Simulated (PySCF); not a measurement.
# Mayer bond orders and bond lengths

C₆H₁₀.
SMILES with atom numbers: `[CH2:1]=[CH:2][C@@H:3]1[CH2:4][C@H:5]1[CH3:6]` (hydrogens: H7, H8 on C1; H9 on C2; H10 on C3; H11, H12 on C4; H13 on C5; H14, H15, H16 on C6)

Cartesian coordinates in Å at the GFN2-xTB level; atoms count from 1:
```xyz
16
C6H10 angstrom
C      2.7269    0.4039    0.0487
C      1.5393    0.3383   -0.5305
C      0.3637   -0.3078    0.0650
C     -0.6397   -1.0020   -0.8247
C     -1.0100    0.2805   -0.1549
C     -2.0078    0.2890    0.9740
H      3.5654    0.8878   -0.4211
H      2.9054   -0.0252    1.0211
H      1.3847    0.7797   -1.5073
H      0.5464   -0.7592    1.0329
H     -1.0825   -1.9168   -0.4606
H     -0.4578   -0.9998   -1.8889
H     -1.0558    1.1626   -0.7833
H     -1.8384    1.1432    1.6278
H     -1.9249   -0.6195    1.5661
H     -3.0224    0.3542    0.5833
```

Bond orders from the PBE0/pcSseg-1 density (PySCF). Isolated species at its GFN2-xTB geometry (one conformer only).

Question: How far do the computed orders between heavy atoms stray from the drawn ones?

Answer: The largest departure is 0.116, at C5–C3 (drawn single, 0.884).

Question: Set the Mayer orders of the bonds beside their lengths.

Answer: 
| bond | drawn as | length (Å) | Mayer order |
| --- | --- | --- | --- |
| C1–C2 | double | 1.323 | 1.968 |
| C2–C3 | single | 1.468 | 1.031 |
| C3–C4 | single | 1.510 | 0.919 |
| C4–C5 | single | 1.494 | 0.944 |
| C5–C6 | single | 1.507 | 1.050 |
| C5–C3 | single | 1.510 | 0.884 |
| C1–H7 | single | 1.076 | 0.948 |
| C1–H8 | single | 1.078 | 0.959 |
| C2–H9 | single | 1.083 | 0.952 |
| C3–H10 | single | 1.083 | 0.957 |
| C4–H11 | single | 1.080 | 0.956 |
| C4–H12 | single | 1.080 | 0.958 |
| C5–H13 | single | 1.084 | 0.954 |
| C6–H14 | single | 1.089 | 0.964 |
| C6–H15 | single | 1.088 | 0.960 |
| C6–H16 | single | 1.089 | 0.962 |

By pair of heavy elements: C–C: lowest C5–C3 (0.884, 1.510 Å), highest C1–C2 (1.968, 1.323 Å); in 1 of the 15 pairs the longer bond (by over 0.003 Å) has the higher order (by 0.02 or more).

Question: Sum the orders of all bonds at each heavy atom with more than one neighbour and set the sums beside the valence in the SMILES.

Answer: C1 3.875 (drawn 4), C2 3.951 (drawn 4), C3 3.791 (drawn 4), C4 3.777 (drawn 4), C5 3.832 (drawn 4), C6 3.936 (drawn 4). Orders between atoms that aren't bonded are not in these sums.

For a closed shell the Mayer order of atoms A and B is Σ (PS)μν (PS)νμ over the basis functions μ on A and ν on B, with P the density and S the overlap matrix.
